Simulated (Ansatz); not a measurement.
# Nudged elastic band run: AlH7OSi

Input file:

```yaml
crystal:
  periodic: [false, false, false]
  atoms:
    - { symbol: Al, position_ang: [-1.694858, 0.20179, 0.000911] }
    - { symbol: H, position_ang: [-2.390447, -0.540054, 1.248428] }
    - { symbol: H, position_ang: [-2.391151, 0.108143, -1.446149] }
    - { symbol: H, position_ang: [-0.820229, 1.539586, 0.325033] }
    - { symbol: H, position_ang: [0.13601, -1.732539, -0.377623] }
    - { symbol: O, position_ang: [0.03527, -0.775657, -0.219325] }
    - { symbol: Si, position_ang: [1.482024, 0.159532, 0.071375] }
    - { symbol: H, position_ang: [2.569992, -0.859221, -0.137482] }
    - { symbol: H, position_ang: [1.494331, 0.651808, 1.480344] }
    - { symbol: H, position_ang: [1.579057, 1.246613, -0.945412] }
basis:
  gaussian: { orbitals: def2-SVP }
hamiltonian:
  xc: pbe
  dispersion: d4
neb:
  order_check: false
  images: 7
  f_tol: 0.05
  max_iterations: 60
  final_atoms:
    - { symbol: Al, position_ang: [-1.51037844, 0.52521547, -0.20823704] }
    - { symbol: H, position_ang: [-1.98316607, -1.66570881, 0.57615783] }
    - { symbol: H, position_ang: [-2.22622242, 0.16387017, -1.58553327] }
    - { symbol: H, position_ang: [-2.27440112, 1.11186765, 1.06119114] }
    - { symbol: H, position_ang: [-1.21009496, -1.64746457, 0.57049418] }
    - { symbol: O, position_ang: [0.2069985, 0.44808335, -0.14863091] }
    - { symbol: Si, position_ang: [1.85753186, 0.3051277, -0.0827459] }
    - { symbol: H, position_ang: [2.24202785, -1.15183347, -0.01815878] }
    - { symbol: H, position_ang: [2.40534938, 0.99463869, 1.13966715] }
    - { symbol: H, position_ang: [2.4923544, 0.91620481, -1.30410442] }
  initial_path:
    images:
      - { positions_ang: [[-1.694858, 0.20179, 0.000911], [-2.390447, -0.540054, 1.248428], [-2.391151, 0.108143, -1.446149], [-0.820229, 1.539586, 0.325033], [0.13601, -1.732539, -0.377623], [0.03527, -0.775657, -0.219325], [1.482024, 0.159532, 0.071375], [2.569992, -0.859221, -0.137482], [1.494331, 0.651808, 1.480344], [1.579057, 1.246613, -0.945412]] }
      - { positions_ang: [[-1.75275245, 0.24133126, -0.0467769], [-2.14088963, -0.75455618, 1.08793962], [-2.40489081, 0.15406507, -1.49382401], [-1.24340358, 1.50018143, 0.44425278], [-0.0423525, -1.52272935, -0.1871108], [0.0808496, -0.57246066, -0.16458888], [1.57058957, 0.13496726, 0.05457759], [2.49242147, -0.97997482, -0.09280024], [1.68704782, 0.68233988, 1.41260938], [1.75337952, 1.11683712, -1.01417853]] }
      - { positions_ang: [[-1.8106469, 0.28087251, -0.0944648], [-1.89133227, -0.96905836, 0.92745124], [-2.41863062, 0.19998714, -1.54149903], [-1.66657816, 1.46077686, 0.56347256], [-0.220715, -1.3129197, 0.0034014], [0.12642919, -0.36926432, -0.10985276], [1.65915514, 0.11040251, 0.03778018], [2.41485094, -1.10072865, -0.04811848], [1.87976463, 0.71287177, 1.34487476], [1.92770204, 0.98706123, -1.08294507]] }
      - { positions_ang: [[-1.86854135, 0.32041377, -0.14215271], [-1.6417749, -1.18356053, 0.76696286], [-2.43237043, 0.24590921, -1.58917404], [-2.08975274, 1.42137229, 0.68269234], [-0.39907751, -1.10311005, 0.1939136], [0.17200879, -0.16606798, -0.05511664], [1.74772071, 0.08583777, 0.02098276], [2.33728041, -1.22148247, -0.00343672], [2.07248145, 0.74340365, 1.27714014], [2.10202455, 0.85728535, -1.1517116]] }
      - { positions_ang: [[-1.92643581, 0.35995503, -0.18984061], [-1.39221753, -1.39806271, 0.60647448], [-2.44611024, 0.29183128, -1.63684906], [-2.51292732, 1.38196772, 0.80191212], [-0.57744001, -0.89330041, 0.3844258], [0.21758839, 0.03712836, -0.00038052], [1.83628628, 0.06127302, 0.00418535], [2.25970989, -1.34223629, 0.04124504], [2.26519827, 0.77393554, 1.20940553], [2.27634707, 0.72750946, -1.22047814]] }
      - { positions_ang: [[-1.82242147, 0.40127014, -0.19443972], [-1.53995466, -1.46497423, 0.59889532], [-2.39113828, 0.259841, -1.62402011], [-2.45329577, 1.3144427, 0.86673188], [-0.73560375, -1.08184145, 0.4309429], [0.21494092, 0.13986711, -0.03744312], [1.84159768, 0.12223669, -0.01754746], [2.25528938, -1.29463559, 0.02639409], [2.30023605, 0.82911133, 1.19197093], [2.3303489, 0.7746833, -1.24138471]] }
      - { positions_ang: [[-1.71840712, 0.44258525, -0.19903882], [-1.6876918, -1.53188576, 0.59131616], [-2.33616633, 0.22785072, -1.61119116], [-2.39366422, 1.24691768, 0.93155163], [-0.89376748, -1.27038249, 0.47745999], [0.21229344, 0.24260586, -0.07450572], [1.84690907, 0.18320036, -0.03928027], [2.25086887, -1.24703488, 0.01154313], [2.33527383, 0.88428711, 1.17453634], [2.38435074, 0.82185713, -1.26229128]] }
      - { positions_ang: [[-1.61439278, 0.48390036, -0.20363793], [-1.83542893, -1.59879728, 0.583737], [-2.28119437, 0.19586045, -1.59836222], [-2.33403267, 1.17939267, 0.99637139], [-1.05193122, -1.45892353, 0.52397708], [0.20964597, 0.3453446, -0.11156831], [1.85222047, 0.24416403, -0.06101308], [2.24644836, -1.19943417, -0.00330782], [2.37031161, 0.9394629, 1.15710175], [2.43835257, 0.86903097, -1.28319785]] }
      - { positions_ang: [[-1.51037844, 0.52521547, -0.20823704], [-1.98316607, -1.66570881, 0.57615783], [-2.22622242, 0.16387017, -1.58553327], [-2.27440112, 1.11186765, 1.06119114], [-1.21009496, -1.64746457, 0.57049418], [0.2069985, 0.44808335, -0.14863091], [1.85753186, 0.3051277, -0.0827459], [2.24202785, -1.15183347, -0.01815878], [2.40534938, 0.99463869, 1.13966715], [2.4923544, 0.91620481, -1.30410442]] }
```

Run as:

```bash
$ ansatz run input.yaml --threads 2 --pin off --max-ram 3072MiB --backend cpu --events-out ev --progress --plain --runs-dir out
```

Output, in part (warnings, iteration lines, the closing report on the highest movable image, with atoms numbered from 0):

```
NEB end point (image 0): max|allowed force component| = 2.217e-2 eV/Å (the criterion of neb.relax_end_points is 1.000e-2)
NEB end point (image 8): max|allowed force component| = 1.407e-2 eV/Å (the criterion of neb.relax_end_points is 1.000e-2)
NEB iter   1: max|band force component| = 4.894e0 eV/Å  barrier→ = 1.2432 eV  barrier← = 1.7389 eV  Δτ_max = 0.2000 Å  (204 SCF iters)
NEB iter   2: max|band force component| = 2.867e0 eV/Å  barrier→ = 0.5541 eV  barrier← = 1.0498 eV  Δτ_max = 0.2000 Å  (192 SCF iters)
NEB iter   3: max|band force component| = 2.076e0 eV/Å  barrier→ = 0.4560 eV  barrier← = 0.9517 eV  Δτ_max = 0.2000 Å  (190 SCF iters)
NEB iter   4: max|band force component| = 8.911e-1 eV/Å  barrier→ = 0.4502 eV  barrier← = 0.9460 eV  Δτ_max = 0.1967 Å  (178 SCF iters)
NEB iter   5: max|band force component| = 4.061e-1 eV/Å  barrier→ = 0.3656 eV  barrier← = 0.8613 eV  CI = image 4  Δτ_max = 0.1792 Å  (180 SCF iters)
NEB iter   6: max|band force component| = 5.343e-1 eV/Å  barrier→ = 0.3903 eV  barrier← = 0.8860 eV  CI = image 4  Δτ_max = 0.0806 Å  (177 SCF iters)
NEB iter   7: max|band force component| = 1.885e-1 eV/Å  barrier→ = 0.3811 eV  barrier← = 0.8768 eV  CI = image 4  Δτ_max = 0.0894 Å  (184 SCF iters)
NEB iter   8: max|band force component| = 1.382e-1 eV/Å  barrier→ = 0.3798 eV  barrier← = 0.8755 eV  CI = image 4  Δτ_max = 0.0794 Å  (181 SCF iters)
NEB iter   9: max|band force component| = 1.109e-1 eV/Å  barrier→ = 0.3792 eV  barrier← = 0.8750 eV  CI = image 4  Δτ_max = 0.0387 Å  (175 SCF iters)
NEB iter  10: max|band force component| = 8.797e-2 eV/Å  barrier→ = 0.3786 eV  barrier← = 0.8743 eV  CI = image 4  Δτ_max = 0.0633 Å  (175 SCF iters)
NEB iter  11: max|band force component| = 1.042e-1 eV/Å  barrier→ = 0.3782 eV  barrier← = 0.8739 eV  CI = image 4  Δτ_max = 0.0316 Å  (177 SCF iters)
NEB iter  12: max|band force component| = 6.879e-2 eV/Å  barrier→ = 0.3779 eV  barrier← = 0.8736 eV  CI = image 4  Δτ_max = 0.0318 Å  (172 SCF iters)
NEB iter  13: max|band force component| = 7.698e-2 eV/Å  barrier→ = 0.3777 eV  barrier← = 0.8734 eV  CI = image 4  Δτ_max = 0.0158 Å  (181 SCF iters)
NEB iter  14: max|band force component| = 3.535e-2 eV/Å  barrier→ = 0.3776 eV  barrier← = 0.8733 eV  CI = image 4  Δτ_max = 0.0000 Å  (339 SCF iters)
Total energy: -16619.11960055 eV, -610.7413804764 hartree
Atom 0 at    -1.741203     0.298924    -0.206363 Å, force    -0.006578    -0.001154    -0.003657 eV/Å
Atom 1 at    -1.706131    -1.192453     0.725264 Å, force     0.002416     0.002618     0.002452 eV/Å
Atom 2 at    -2.400729     0.083361    -1.642528 Å, force     0.000685     0.000018    -0.000540 eV/Å
Atom 3 at    -2.015812     1.563391     0.730124 Å, force     0.000591     0.000728    -0.001055 eV/Å
Atom 4 at    -0.626047    -1.010308     0.462148 Å, force     0.002820     0.001160    -0.004578 eV/Å
Atom 5 at     0.086205    -0.273229    -0.142445 Å, force     0.007059    -0.000645     0.008256 eV/Å
Atom 6 at     1.745628     0.061443    -0.004182 Å, force    -0.007899    -0.001344     0.003250 eV/Å
Atom 7 at     2.503069    -1.225215    -0.154100 Å, force     0.000821    -0.000620    -0.005342 eV/Å
Atom 8 at     2.048766     0.674663     1.333848 Å, force     0.000571    -0.000127     0.002152 eV/Å
Atom 9 at     2.106254     1.019424    -1.101666 Å, force    -0.000486    -0.000634    -0.000939 eV/Å
Dipole moment:     0.416244    -0.064546     0.066924 e Å
```

The forces met the threshold. A vibrational analysis at the climbing image gives one clearly imaginary mode, 994i cm⁻¹: a first-order saddle point. The orbitals stay closed-shell, which can raise the energy where a bond breaks towards radicals; this wasn't checked here.

Final band (atoms are numbered from 1 in the order of the input):

```
image  path coordinate (Å)  energy (kJ/mol)  Al1–H2 (Å)  H5–O6 (Å)  H2–H5 (Å)
    0                 0.00              0.0        1.61       0.98       3.23
    1                 0.76              1.7        1.61       0.98       2.82
    2                 1.53              4.5        1.62       0.98       2.46
    3                 2.29             11.3        1.63       0.98       1.99
    4                 3.06             36.4        1.76       1.19       1.13
    5                 3.63            -21.6        2.06       1.78       0.80
    6                 4.21            -45.8        2.32       2.34       0.78
    7                 4.78            -47.7        2.38       2.64       0.77
    8                 5.35            -47.8        2.37       2.63       0.77
```

Run time: 77 s on 2 threads of Intel(R) Xeon(R) Platinum 8488C (Sapphire Rapids), with other jobs on the host, peak memory 0.14 GiB.
